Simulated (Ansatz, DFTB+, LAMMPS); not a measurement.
**LA phonon frequency at L of diamond-structure Si: levels of theory against measurement**

Reference value: 378 cm⁻¹ (measured, temperature not stated, no zero-point or thermal correction; as tabulated in Giannozzi et al., Phys. Rev. B (1991)).

```csv
level (code),value (cm⁻¹),cell (Å³/atom),difference (%)
Tersoff Si.tersoff (LAMMPS),298,20.03,-21
DFTB cp2k-nonscc-sid (DFTB+),377,19.59,-0.3
SNAP Si_Zuo_JPCA2020.quadratic.snap (LAMMPS),327,20.39,-13.5
PBE (Ansatz),370,20.46,-2.1
r²SCAN (Ansatz),384,20.17,+1.6
```

Nearest, and too close to rank with a margin of 3.0 % (twice that across the reference) picked here for doubts on the reference and the settings, and for temperature and zero-point motion: DFTB cp2k-nonscc-sid (-0.3 %), r²SCAN (+1.6 %), PBE (-2.1 %). Tersoff Si.tersoff (-21 %) misses by most. Within 5 %: DFTB cp2k-nonscc-sid, PBE, r²SCAN.

The reference has no zero-point or thermal correction, while the calculations are for a static lattice, so the differences are not the levels' errors alone.  DFTB cp2k-nonscc-sid: this tight-binding set is not self-consistent in the charges. Each level is taken at its own relaxed cell. Cutoffs differ between the levels. Ansatz's density-functional and Hartree–Fock values are scalar-relativistic unless marked +SOC, with PAW data made under PBE.

Empirical potentials (Tersoff Si.tersoff) are fitted to chosen data, which need not cover the solid at hand: agreement can be built in, and what lay outside the fit can be far off. Machine-learned potentials (SNAP Si_Zuo_JPCA2020.quadratic.snap) are trained on DFT data, which may include these solids.

Differences are worked out from the printed values.

Ansatz is an electronic-structure program.
